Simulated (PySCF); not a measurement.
Gas-phase reaction: 4 vinylsilane + C4H8 (isobutene) ⇌ 4 SiH3 + 4 C3H5 (allyl)

Method: PySCF energies plus ideal-gas RRHO corrections (1 bar). † marks an energy on the PBE0/def2-TZVP geometry and frequencies. MP2 freezes the core. Open shells (unrestricted): SiH3 (multiplicity 2), C3H5 (allyl) (multiplicity 2); the rest are closed-shell singlets. B3LYP is the form with VWN-RPA correlation. MP2 isn't extrapolated to the basis-set limit. Warning, spin contamination: C3H5 (allyl) (HF/def2-TZVP†, MP2/def2-TZVPP†).

B3LYP/def2-TZVP† gives ΔH°(298 K) = 979 kJ.

Problem. What do HF/def2-TZVP†, MP2/def2-TZVPP†, PBE0/def2-SVP† give?

Solution. HF/def2-TZVP†: 644 kJ; MP2/def2-TZVPP†: 1218 kJ; PBE0/def2-SVP†: 983 kJ. For scale, ΔH°(298 K) is 979 kJ at this level, 1115 kJ at ωB97M-V/def2-TZVP†, and runs from 618 to 1218 kJ over the 19 levels computed.
